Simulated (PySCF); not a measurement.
These 2 structures share the formula [C6H11]+ (charge +1). Level of theory: PySCF 2.14.0, PBE0-D3(BJ)/def2-SVP geometry optimisation, gas phase. One conformer each; no zero-point energy, no entropy. No frequencies were run at this level. Point groups hold within 0.08 Å.

Question: Order them by energy at this level, lowest first, and give relative energies in kcal/mol.
A. `[CH3:1][C+:2]([CH3:3])[CH:4]1[CH2:5][CH2:6]1` (charge +1) with C1–C2–C4–C5 -34°
B. `CC([C+](C)C)=C`

Answer: A (0.0), B (2.1).

As drawn, the lower has a three-membered ring, which the higher lacks. Neighbours under 5.0 kcal/mol apart (C[C+](C)C1CC1 and C=C(C)[C+](C)C) can change places with a better method, another conformer or zero-point energy.

```
        SMILES      E (Eh)  E rel (kcal/mol)  dipole about centre of mass (D)  point group     A, B, C (MHz)
 C[C+](C)C1CC1  -234.51266               0.0                             0.77            –  6218, 2574, 2163
C=C(C)[C+](C)C  -234.50939               2.1                             1.11      near Cs  4635, 3230, 1973
```

Question: How do the relative energies change in single points at PBE0/pcSseg-1 (no added dispersion term) on the same geometries?

Answer: 
| SMILES | PBE0-D3(BJ)/def2-SVP (kcal/mol) | PBE0/pcSseg-1 (kcal/mol) | shift |
| --- | --- | --- | --- |
| C[C+](C)C1CC1 | 0.0 | 0.0 | 0.0 |
| C=C(C)[C+](C)C | 2.1 | 1.8 | -0.3 |

Each column counts from its own lowest isomer. The order is unchanged; the largest shift is 0.3 kcal/mol.

Question: As an exercise, what shares would exp(−E/RT) give at 298.15 K from these electronic energies alone (no entropy, no degeneracies)?

Answer: RT = 0.592 kcal/mol: C[C+](C)C1CC1 97.0 %, C=C(C)[C+](C)C 3.0 %.
